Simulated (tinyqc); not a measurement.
Inside a calculation. Method: Pariser-Parr-Pople SCF with singles CI, for the molecule C=CC(=C)N=C (SMILES; centres numbered as the heavy atoms are written). Computed by tinyqc, a small Python program that keeps every step. Settings: charge = 0, gamma = MN, start = huckel, damping = 0.5, iteration cap = 79, excitations kept = 6. Command: `OMP_NUM_THREADS=1 python tinyqc.py 28191 28192 out.jsonl` (the two numbers bound the seeds that draw the settings). One thread of a shared host (Intel(R) Xeon(R) Processor @ 2.60GHz), about 0.01 s of CPU time with the checks. Later iterations appear only in the table of the cycle.

## PPP integrals

Centres (angstrom, eV; a flat drawing with bonds scaled to 1.40 angstrom):
```
centre         x         y  core charge z         W  gamma_rr
1C       2.10000   0.80800              1  11.16000  11.13000
2C       1.40000  -0.40400              1  11.16000  11.13000
3C       0.00000  -0.40400              1  11.16000  11.13000
4C      -0.70000  -1.61700              1  11.16000  11.13000
5N      -0.70000   0.80800              1  14.10000  12.30000
6C      -2.10000   0.80800              1  11.16000  11.13000
```

Resonance integrals (eV):
```
i  j      beta
1  2  -2.65000
2  3  -2.65000
3  4  -2.65000
3  5  -2.78000
5  6  -2.78000
```

Mataga-Nishimoto: gamma = 14.399645/(R + a), a = 2 x 14.399645/(gamma_rr + gamma_ss); H_rr = -W_r - sum_(s != r) z_s gamma_rs; H_rs = beta for bonds.

repulsion gamma_rs (eV), lower triangle:
```
          1C        2C        3C        4C        5N        6C
1C  11.13000
2C   5.34629  11.13000
3C   3.87251   5.34554  11.13000
4C   2.88114   3.87199   5.34457  11.13000
5N   3.57386   3.94099   5.47768   3.94061  12.30000
6C   2.62109   2.88127   3.87251   3.51736   5.47689  11.13000
```

core matrix H (eV), lower triangle:
```
           1C         2C         3C         4C         5N         6C
1C  -29.45488
2C   -2.65000  -32.54608
3C    0.00000   -2.65000  -35.07282
4C    0.00000    0.00000   -2.65000  -30.71567
5N    0.00000    0.00000   -2.78000    0.00000  -36.51003
6C    0.00000    0.00000    0.00000    0.00000   -2.78000  -29.52912
```

## Starting guess

pi electrons, sum of z_r less the charge = 6

Orbitals of the Hueckel matrix of the beta values.

P at the start, lower triangle:
```
          1C        2C       3C        4C       5N       6C
1C   1.00000
2C   0.90882   1.00000
3C   0.00000   0.40609  1.00000
4C  -0.40712   0.00000  0.81322   1.00000
5N  -0.09113   0.00000  0.41686   0.00000  1.00000
6C   0.00000  -0.09560  0.00000  -0.41585  0.90439  1.00000
```

## Iteration 1: Fock matrix

F_rr = H_rr + P_rr gamma_rr / 2 + sum_(s != r) P_ss gamma_rs; F_rs = H_rs - P_rs gamma_rs / 2; E = tr P (H + F) / 2 + core repulsion sum_(r<s) z_r z_s gamma_rs.

F (eV), lower triangle:
```
          1C        2C        3C        4C        5N        6C
1C  -5.59500
2C  -5.07940  -5.59500
3C   0.00000  -3.73540  -5.59500
4C   0.58649   0.00000  -4.82314  -5.59500
5N   0.16284   0.00000  -3.92170   0.00000  -7.95000
6C   0.00000   0.13773   0.00000   0.73135  -5.25663  -5.59500
```

pi energy = -79.24028 eV

## Iteration 1: orbitals and new P

Diagonalise F (the basis is taken as orthonormal) and form P = 2 sum c c over the lowest orbitals; 0.5 of the old P is kept.

orbital energies (eV): -14.38289  -11.44199  -9.27856  -2.12752  -0.82518  2.13114

P after iteration 1, lower triangle:
```
          1C        2C        3C        4C       5N       6C
1C   0.99902
2C   0.91675   1.00062
3C   0.00258   0.38977   0.99161
4C  -0.38919   0.00121   0.82749   1.00261
5N  -0.08676  -0.00589   0.40165  -0.01057  1.09379
6C   0.00909  -0.08443  -0.02414  -0.40359  0.90167  0.91234
```

## Iteration 2: Fock matrix

As before.

F (eV), lower triangle:
```
          1C        2C        3C        4C        5N        6C
1C  -5.51664
2C  -5.10059  -5.51443
3C  -0.00499  -3.69177  -5.45388
4C   0.56065  -0.00235  -4.86128  -5.56443
5N   0.15504   0.01160  -3.88005   0.02082  -7.88998
6C  -0.01191   0.12163   0.04673   0.70978  -5.24917  -5.59321
```

pi energy = -79.36844 eV

## Iteration 2: orbitals and new P

As before.

orbital energies (eV): -14.25540  -11.39270  -9.25128  -2.10505  -0.75850  2.23036

P after iteration 2, lower triangle:
```
          1C        2C        3C        4C       5N       6C
1C   0.99811
2C   0.92214   1.00097
3C   0.00491   0.37837   0.98453
4C  -0.37669   0.00186   0.83683   1.00593
5N  -0.08400  -0.00881   0.39210  -0.01338  1.14058
6C   0.01409  -0.07706  -0.03674  -0.39609  0.90126  0.86987
```

## Iteration 3: Fock matrix

As before.

F (eV), lower triangle:
```
          1C        2C        3C        4C        5N        6C
1C  -5.48179
2C  -5.11503  -5.48032
3C  -0.00951  -3.66128  -5.38536
4C   0.54265  -0.00360  -4.88624  -5.55007
5N   0.15009   0.01736  -3.85391   0.02637  -7.86240
6C  -0.01847   0.11102   0.07113   0.69660  -5.24806  -5.59040
```

pi energy = -79.43572 eV

## Iteration 3: orbitals and new P

As before.

orbital energies (eV): -14.19415  -11.37228  -9.24153  -2.09144  -0.72485  2.27390

P after iteration 3, lower triangle:
```
          1C        2C        3C        4C       5N       6C
1C   0.99739
2C   0.92581   1.00121
3C   0.00663   0.37042   0.97947
4C  -0.36802   0.00218   0.84299   1.00855
5N  -0.08220  -0.01034   0.38598  -0.01335  1.16404
6C   0.01696  -0.07217  -0.04344  -0.39136  0.90168  0.84933
```

## Convergence

Stop when output and input P, before any damping, agree to 1e-7.

Course of the cycle:
```
iteration       E (eV)  largest |P(out) - P(in)|
1          -79.2402777                  1.88e-01
2          -79.3684360                  9.36e-02
3          -79.4357184                  4.69e-02
4          -79.4709766                  2.37e-02
5          -79.4893682                  1.20e-02
6          -79.4989152                  6.15e-03
7          -79.5038497                  3.93e-03
8          -79.5063908                  2.70e-03
9          -79.5076954                  1.85e-03
10         -79.5083633                  1.27e-03
11         -79.5087046                  8.73e-04
...                ...                       ...
25         -79.5090585                  4.40e-06
26         -79.5090585                  3.01e-06
27         -79.5090585                  2.06e-06
28         -79.5090586                  1.41e-06
29         -79.5090586                  9.66e-07
30         -79.5090586                  6.61e-07
31         -79.5090586                  4.52e-07
32         -79.5090586                  3.09e-07
33         -79.5090586                  2.12e-07
34         -79.5090586                  1.45e-07
35         -79.5090586                  9.90e-08
```

Converged in 35 iterations.

## Converged orbitals

Charges are z - P_rr.

orbital energies (eV): -14.13226  -11.36120  -9.24750  -2.06580  -0.68805  2.30149

coefficients:
```
        MO1       MO2       MO3       MO4       MO5       MO6
1C  0.16582   0.47328  -0.49639   0.32660   0.55885   0.28832
2C  0.31937   0.55143  -0.30797  -0.16957  -0.48716  -0.48270
3C  0.54598   0.21378   0.37648  -0.29612  -0.16208   0.63285
4C  0.27576   0.19264   0.62709   0.57898   0.16135  -0.36380
5N  0.61352  -0.44503  -0.14029  -0.32421   0.43320  -0.33627
6C  0.34634  -0.43711  -0.32264   0.58013  -0.45868   0.19477
```

pi charges: 1C 0.00422, 2C -0.00182, 3C 0.02893, 4C -0.01279, 5N -0.18830, 6C 0.16977

## Singles CI, singlets

Over the 6 single excitations with the smallest orbital gaps: A = (e_a - e_i) delta + 2 (ia|jb) - (ij|ab), with (pq|rs) = sum c_mp c_mq gamma_mn c_nr c_ns. f = 2/3 w |mu|^2 in atomic units, mu = sqrt2 sum c_ia sum_m c_mi c_ma R_m.

singlet CI matrix (eV), lower triangle:
```
          3>4       3>5       2>4       2>5       3>6      1>4
3>4   4.77970
3>5   0.36827   5.54596
2>4   0.05874  -0.21100   6.12168
2>5  -0.11608  -0.15988  -0.14459   7.74856
3>6  -0.12318   0.02153  -0.09834  -0.39200   8.09922
1>4  -0.01629   0.27942  -0.06935   0.35238  -0.61509  8.56714
```

singlet excitation energies (eV): 4.61043  5.58737  6.16924  7.52943  7.78206  9.18373

oscillator strengths: 0.28939  0.56690  0.59068  0.16285  0.11178  0.32879

## Singles CI, triplets

Over the 6 single excitations with the smallest orbital gaps: A = (e_a - e_i) delta - (ij|ab), with (pq|rs) = sum c_mp c_mq gamma_mn c_nr c_ns.

triplet CI matrix (eV), lower triangle:
```
          3>4       3>5       2>4       2>5      3>6      1>4
3>4   1.90042
3>5  -0.55866   3.70587
2>4  -0.78101   0.95017   4.46223
2>5   0.95017   0.53824  -0.00196   5.03967
3>6   0.60826  -0.05482   0.43036   1.14922  6.14125
1>4  -0.26717  -0.34673   0.46538  -1.23388  0.88304  6.73142
```

triplet excitation energies (eV): 1.33053  2.88732  3.69384  5.33654  7.10169  7.63093
